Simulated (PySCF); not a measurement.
HPS.
Structure used (GFN2-xTB), in Å, numbered top down from 1:
```
atom  x, y, z in Å
P1    -0.2273    0.6870   -0.0018
S2     1.4231   -0.3215   -0.0115
H3    -1.1843   -0.3680    0.0007
```

The calculation used wB97X-D/def2-SVPD in PySCF (dipole) on a GFN2-xTB geometry, gas phase.

Masses are those of the commonest isotopes; rigid-rotor values at the optimised geometry. 

Task: Give the principal moments of inertia and the rotational constants in cm⁻¹.

Result: Ia = 1.89, Ib = 60.45, Ic = 62.34 u·Å²; 505379 MHz·u·Å²/I gives 267287, 8360 and 8106 MHz, that is A = 8.91574, B = 0.27886, C = 0.27040 cm⁻¹.

Task: What kind of rotor is it?

Result: A near-prolate asymmetric top; Ray's κ = -0.998.

Task: Where do the levels up to J = 5 lie, in cm⁻¹?

Result: Above 0(0,0):
J = 1: 1(0,1) 0.5493, 1(1,1) 9.1861, 1(1,0) 9.1946
J = 2: 2(0,2) 1.6478, 2(1,2) 10.2762, 2(1,1) 10.3016, 2(2,1) 36.2122, 2(2,0) 36.2122
J = 3: 3(0,3) 3.2955, 3(1,3) 11.9113, 3(1,2) 11.9620, 3(2,2) 37.8600, 3(2,1) 37.8600, 3(3,1) 81.0656, 3(3,0) 81.0656
J = 4: 4(0,4) 5.4925, 4(1,4) 14.0914, 4(1,3) 14.1759, 4(2,3) 40.0570, 4(2,2) 40.0571, 4(3,2) 83.2626, 4(3,1) 83.2626, 4(4,1) 143.7504, 4(4,0) 143.7504
J = 5: 5(0,5) 8.2386, 5(1,5) 16.8165, 5(1,4) 16.9433, 5(2,4) 42.8033, 5(2,3) 42.8035, 5(3,3) 86.0089, 5(3,2) 86.0089, 5(4,2) 146.4967, 5(4,1) 146.4967, 5(5,1) 224.2667, 5(5,0) 224.2667
The levels of one J sum to (2J + 1)J(J + 1)(A + B + C)/3.

Task: Which types of transition are allowed, and where do some lines up to J = 5 fall?

Result: The dipole components are |μa| = 1.43 D, |μb| = 0.62 D, |μc| = 0.00 D; the mirror of this Cs structure is the ab plane, so μc vanishes by symmetry and there are no c-type lines. The squared components, which scale the intensities, stand as 1.00 : 0.19 (a : b). Some lines, for components of 0.1 D or more:

```json
{"type": "a", "branch": "R", "J(Ka,Kc)": "2(1,1) ← 1(1,0)", "MHz": "33186", "lower level (cm⁻¹)": "9.195"}
{"type": "a", "branch": "R", "J(Ka,Kc)": "4(3,1) ← 3(3,0)", "MHz": "65865", "lower level (cm⁻¹)": "81.066"}
{"type": "a", "branch": "R", "J(Ka,Kc)": "5(4,2) ← 4(4,1)", "MHz": "82332", "lower level (cm⁻¹)": "143.750"}
{"type": "b", "branch": "Q", "J(Ka,Kc)": "4(1,3) ← 4(0,4)", "MHz": "260324", "lower level (cm⁻¹)": "5.492"}
{"type": "b", "branch": "Q", "J(Ka,Kc)": "4(2,2) ← 4(1,3)", "MHz": "775898", "lower level (cm⁻¹)": "14.176"}
{"type": "b", "branch": "R", "J(Ka,Kc)": "2(2,1) ← 1(1,0)", "MHz": "809968", "lower level (cm⁻¹)": "9.195"}
{"type": "b", "branch": "R", "J(Ka,Kc)": "2(2,0) ← 1(1,1)", "MHz": "810222", "lower level (cm⁻¹)": "9.186"}
{"type": "b", "branch": "R", "J(Ka,Kc)": "5(2,3) ← 4(1,4)", "MHz": "860768", "lower level (cm⁻¹)": "14.091"}
{"type": "b", "branch": "Q", "J(Ka,Kc)": "4(4,0) ← 4(3,1)", "MHz": "1813379", "lower level (cm⁻¹)": "83.263"}
{"type": "b", "branch": "R", "J(Ka,Kc)": "4(4,1) ← 3(3,0)", "MHz": "1879244", "lower level (cm⁻¹)": "81.066"}
{"type": "b", "branch": "R", "J(Ka,Kc)": "4(4,0) ← 3(3,1)", "MHz": "1879244", "lower level (cm⁻¹)": "81.066"}
{"type": "b", "branch": "R", "J(Ka,Kc)": "5(5,0) ← 4(4,1)", "MHz": "2413818", "lower level (cm⁻¹)": "143.750"}
```

Task: Estimate the classical rotational partition function at 100 K and 298.15 K.

Result: Point group Cs, symmetry number σ = 1; q = (√π/σ)·√((kT/h)³/(ABC)), k/h = 20836.6 MHz/K: 1250 at 100 K, 6450 at 298.15 K.

Stationary, but not proved a minimum. Zero-point vibration and centrifugal distortion are left out.

Time: 1.1 s wall. Hardware: one thread of an x86-64 server, no GPU (shared host). This is the wB97X-D/def2-SVPD job that gave the dipole, with the excitations it also computed.
